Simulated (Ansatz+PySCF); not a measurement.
singlet BH: levels of theory in one basis

```csv
atom,x (Å),y (Å),z (Å)
B,0.0000,0.0000,-0.4070
H,0.0000,0.0000,2.0351
```

Basis set: 6-31G (spherical functions). Frozen core: 1 orbital. Charge 0, multiplicity 1.

Computed with Ansatz (development build ahead of 0.2.0); each method stands on the lowest determinant of its kind that the runs found.

```tsv
method	E − E(RHF) (eV)	<S²> of the determinant
RHF	0.00	0.00
UHF	-1.10	0.81
UHF-MP2	-1.80	0.81
RHF-CCSD	-2.80	–
UHF-CCSD	-2.79	0.81
RHF-CCSD(T)	-2.86	–
UHF-CCSD(T)	-2.84	0.81
full CI (lowest root of this spin)	-2.86	–
```

Question: What does RHF-MP2 give on the same scale?

Answer: -1.54 eV.

At such a shape the full CI root can have another spatial symmetry than the determinants, so the rows needn't describe one state.

Question: Is a single determinant a sound starting point here?

Answer: It is doubtful. Unrestricted orbitals lower Hartree–Fock by 1.10 eV and <S²> is 0.81 where a pure state has 0.00, a sign of strong static correlation.

Caution for RHF, RHF-MP2, RHF-CCSD, RHF-CCSD(T): an unrestricted determinant lies well below. Caution for UHF, UHF-MP2, UHF-CCSD, UHF-CCSD(T): the unrestricted determinant is a mixture of spin states. Caution for RHF-MP2, UHF-MP2, RHF-CCSD, UHF-CCSD, RHF-CCSD(T), UHF-CCSD(T): large amplitudes, a single reference is doubtful. Caution for UHF-MP2, UHF-CCSD, UHF-CCSD(T): a plain start can end on a higher determinant. Caution for RHF-CCSD, RHF-CCSD(T): the amplitudes may be one of several solutions.
